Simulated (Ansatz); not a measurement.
Born–Oppenheimer molecular dynamics of CH6AlF (9 atoms, charge 0, multiplicity 1). It starts from a rough guess of a transition structure, not a stationary point.

These are results of Ansatz 0.2.0, UKS PBE-D4/6-31G*, not measurements.

* ensemble: NVE (velocity Verlet)
* time step: 0.5 fs
* steps asked: 150
* starting velocities drawn for: 600 K
* seed: 209344

First frame:

```xyz
9
Properties=species:S:1:pos:R:3
Al -0.348 -1.165 0.173
C -0.003 1.084 -0.090
H -1.055 -2.008 -0.899
H -0.668 -1.462 1.649
H 0.914 0.050 -0.284
F 1.667 -0.898 -0.387
H 0.556 1.703 0.614
H -1.043 1.097 0.276
H -0.020 1.600 -1.052
```

How far do the bonds stretch over the last three quarters of this one trajectory? (Pairs bonded in most of those frames.)


| bond | mean (Å) | spread (Å) | shortest | longest |
| --- | --- | --- | --- | --- |
| Al1–H3 | 1.602 | 0.065 | 1.51 | 1.71 |
| Al1–H4 | 1.606 | 0.058 | 1.52 | 1.69 |
| Al1–F6 | 1.694 | 0.153 | 1.50 | 1.93 |
| C2–H5 | 1.118 | 0.054 | 1.03 | 1.22 |
| C2–H7 | 1.118 | 0.032 | 1.07 | 1.17 |
| C2–H8 | 1.111 | 0.028 | 1.06 | 1.16 |
| C2–H9 | 1.113 | 0.016 | 1.08 | 1.15 |

Mean temperature of the second half: 1953 K. The conserved energy stayed within 0.29 meV per atom of its start (net change -0.11 meV per atom), so the integration is sound. The system heated up, since it started high on the potential surface and ran downhill. A run of 0.075 ps of so small a system gives no equilibrium averages. The orbitals stay closed-shell, which can raise the energy where a bond breaks towards radicals; this wasn't checked here.

Time of the run: 9.1 min on 1 thread of Intel(R) Xeon(R) Platinum 8259CL CPU @ 2.50GHz (Skylake/Cascade Lake) (shared host), peak memory 0.16 GiB.
